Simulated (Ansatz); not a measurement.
# CHOSi (quartet): wave-function methods side by side, def2-TZVPP

One table from this session's results is given with a row withheld; the runs are named, their logs left out.

Program: Ansatz 0.2.0, Gaussian basis. Level of theory: def2-TZVPP, core rule «outside noble gas», up to 7 orbitals frozen. These are calculated values, not measurements.

Plan: UHF; ROHF; CCSD(T) on UHF.

**What is computed**

The geometry is a PBE0/def2-TZVP stationary point (not a proven minimum).

4 atoms, charge 0, spin multiplicity 4.

Atoms are counted from 1 here; the program's logs count them from 0.

Bond lengths: C1–O2 1.268 Å, O2–Si3 1.699 Å, Si3–H4 1.496 Å. Angles: C1–O2–Si3 139.4°, O2–Si3–H4 117.6°.

Set-up of the first run:

in.yaml

```yaml
crystal:
  periodic: [false, false, false]
  atoms:
    - {symbol: C, position_ang: [0.000000, 0.333035, 1.722367]}
    - {symbol: O, position_ang: [0.000000, -0.312160, 0.630489]}
    - {symbol: Si, position_ang: [0.000000, -0.015246, -1.042169]}
    - {symbol: H, position_ang: [0.000000, 1.411369, -1.492570]}
basis:
  gaussian: {orbitals: def2-TZVPP}
magnetization: {spin_polarized: true, initial_magnetization: 3}
hamiltonian: {xc: hf}
output: {orbitals: {seedname: orbitals}}
```

On the command line:

```console
$ ansatz run in.yaml --threads 1 --pin off --events-out ev --progress --plain --max-ram 4096MiB --backend cpu
```

Among the steps run: UHF; ROHF; CCSD(T) on UHF.

One table of the session follows, with a row left open; its other results are not shown here.

| method | from UCCSD(T) (meV) |
| --- | --- |
| ROHF | +12536.3 |
| UHF | ? |
| UMP2 | +1270.6 |
| UCCSD | +516.8 |
| UCCSD(T) | 0 |

Estimate the missing values for UHF.

As computed: from UCCSD(T) (meV): +12345.5. In the column «from UCCSD(T) (meV)» it lies between UMP2 (+1270.6) and ROHF (+12536.3).

With the free atoms at the same levels and basis (separate runs), the atomisation energy is 11.022 eV at UCCSD(T), 7.793 eV at ROHF.
